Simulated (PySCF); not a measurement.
## How methods differ on the electron affinity of O

O⁻ [He] 2s2 2p5 (2P) → O [He] 2s2 2p4 (3P), as a difference of total energies. Computed with PySCF 2.14 in aug-cc-pwCVTZ, with the non-relativistic Hamiltonian (point nucleus). Correlated levels: valence: 1s2 frozen; valence and next inner shell: nothing frozen. The calculations carry no spin-orbit coupling.

```
                                method  electron affinity (eV)  error (eV)
                                   UHF                  -0.565      -2.026
                                   LDA                   2.054      +0.593
                                   PBE                   1.767      +0.306
                                  PBE0                   1.385      -0.076
                                r2SCAN                   1.513      +0.052
                                PBEsol                   1.725      +0.264
                                 TPSSh                   1.362      -0.099
                                revPBE                   1.667      +0.206
                               wB97M-V                   1.484      +0.023
                         MP2 (valence)                   1.421      -0.040
                     SCS-MP2 (valence)                   1.389      -0.072
    MP2 (valence and next inner shell)                   1.425      -0.036
SCS-MP2 (valence and next inner shell)                   1.389      -0.072
```

Reference: 1.461 eV (measured; photodetachment measurements, as compiled on the Wikipedia data page of electron affinities).

Errors of the correlated levels include the incompleteness of this basis and the frozen core.

A negative affinity means that the anion lies above the atom at that level of theory.

In the anion the highest occupied orbital energy is positive at LDA, PBE, PBE0, r2SCAN, PBEsol, TPSSh, revPBE, a self-interaction effect; the basis confines that electron, and the energy difference can still be sensible.
